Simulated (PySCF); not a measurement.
# C4H6: the cost of one run

Programs: PySCF 2.14.0, with density-fitted response routines of our own. Each step states its level of theory. These are calculated values for one molecule in the gas phase, unless marked as measured. Atoms are numbered from 0 throughout.

**1. Starting geometry**

10 atoms, charge 0, multiplicity 1; geometry from: GFN2-xTB. The atoms were then displaced at random by about 0.01 Å, so the start is not that level's minimum.

Bonds of the start (Å): C0–C1 1.34, C1–C2 1.46, C2–C3 1.29, C0–H4 1.10, C0–H5 1.04, C1–H6 1.09, C2–H7 1.08, C3–H8 1.11, C3–H9 1.09.

**2. Relaxing the molecule at PBE0-D3(BJ)/def2-SVP**

Job settings and geometry (Å):

```
{"job": {"xc": "PBE0", "basis": "def2-SVP", "d3": "d3bj", "grid": 1, "shake": 0.01, "kind": "geom"}, "charge": 0, "multiplicity": 1}
C      1.720520     0.181550    -0.649470
C      0.684860    -0.189460     0.113520
C     -0.708120     0.184150    -0.127960
C     -1.664960    -0.204200     0.645220
H      1.538400     0.831160    -1.523670
H      2.713250    -0.079790    -0.458670
H      0.882210    -0.820080     0.974650
H     -0.854510     0.825830    -0.982780
H     -2.717340     0.089970     0.469530
H     -1.543880    -0.840050     1.518570
```

The run is started by

```console
OMP_NUM_THREADS=1 python probes_run.py task.json out
```

The driver reads the jobs from task.json and runs them one after another.

**Question.** How long does this first job take on 1 thread of Intel Xeon Platinum 8488C, shared host, and how much memory does it need?

About 13 s, with a peak of 0.36 GiB.
